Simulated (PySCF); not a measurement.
A made-up structure of CHNaSi, singlet:

| atom | x (Å) | y (Å) | z (Å) |
| --- | --- | --- | --- |
| C1 | -0.4182 | 0.2215 | -0.4106 |
| Si2 | -0.0865 | -1.5459 | -0.8336 |
| Na3 | 1.3106 | -0.0450 | 1.5922 |
| H4 | -0.8059 | 1.3694 | -0.3480 |

It is relaxed with PBE-D4/def2-SVP and then PBE0-D4/def2-TZVP (PySCF 2.14 with density fitting (its default auxiliary sets; JK sets also for MP2 and CCSD(T))). Atoms count as bonded within 1.22 times the sum of their covalent radii (H–H: 0.88 Å). The end point is not checked to be a true minimum.

(1) Does its bonding change? (A judgement: the text doesn't fix the answer.)

Results:

(1) By the calculation: No: no bond forms or breaks.

Where it ends: The first stage lowers the energy by 0.69 eV in 9 steps. It ends as CHNaSi ([CH]1[Na][Si]1):
C1  (-0.388, 0.172, -0.375)
Si2  (-0.058, -1.406, -0.725)
Na3  (1.152, 0.000, 1.423)
H4  (-0.754, 1.191, -0.338)
(Å)

Labels in which every atom is bracketed show which atoms are joined, not bond orders.

For scale, one of the runs: PBE0-D4/def2-TZVP relaxation, 106 basis functions, launched by `OMP_NUM_THREADS=2 python run.py`. Time: 49 s of wall clock on 2 CPU threads of an Arm Neoverse V1; the host was shared. Peak host memory: 1 GiB.
